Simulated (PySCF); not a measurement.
# Gas-phase XPS of silicon difluoride, computed

Species: silicon difluoride, SiF2 (singlet state).
SMILES with atom numbers: `[F:1][Si:2][F:3]`

Theory: PySCF, delta-SCF UKS SCAN, pcX-2 on the ionised atom, pcseg-1 elsewhere, spin-free X2C. Vertical ΔSCF values, vacuum level as zero.

**Question.** List the computed XPS lines with their assignment.

**Answer.** 
```json
{"atom(s)": "Si2", "bonded to": "2 F", "level": "Si 2p3/2", "binding energy (eV)": "110.07", "2p1/2 (eV)": "110.70", "count": "1"}
{"atom(s)": "F1/F3", "bonded to": "Si", "level": "F 1s", "binding energy (eV)": "692.91", "2p1/2 (eV)": "–", "count": "2"}
{"atom(s)": "Si2", "bonded to": "2 F", "level": "Si 1s", "binding energy (eV)": "1850.32", "2p1/2 (eV)": "–", "count": "1"}
```

**Question.** Which photon energy gives electrons from F 1s of F1/F3 a kinetic energy of 50 eV, and what is their de Broglie wavelength?

**Answer.** hν = 692.91 + 50 = 742.91 eV, recoil neglected; λ = 12.264 Å/√(E/eV) = 1.73 Å.

**Question.** Which effective nuclear charge Zeff reproduces each element's mean 1s value in the hydrogen-like formula E = 13.606 eV × Zeff²?

**Answer.** F (Z = 9): mean 692.9 eV, Zeff = 7.14, Z − Zeff = 1.86; Si (Z = 14): mean 1850.3 eV, Zeff = 11.66, Z − Zeff = 2.34. Means run over the listed sites, weighted by atom count.

The first atom of each set that the bonding makes equivalent was ionised and stands for the set. Spin–orbit coupling isn't in the SCF: each 2p doublet comes from a relaxed spin-free hole plus a matrix of the shell (mean-field spin–orbit coupling and the ground-state 2p splitting), with 2p3/2 averaged over its two sublevels. 2p1/2 minus 2p3/2 (ligand field included): Si 0.63 eV. Geometry: PBE0-D3(BJ)/def2-SVP; no solvent, vibrations or thermal averaging.
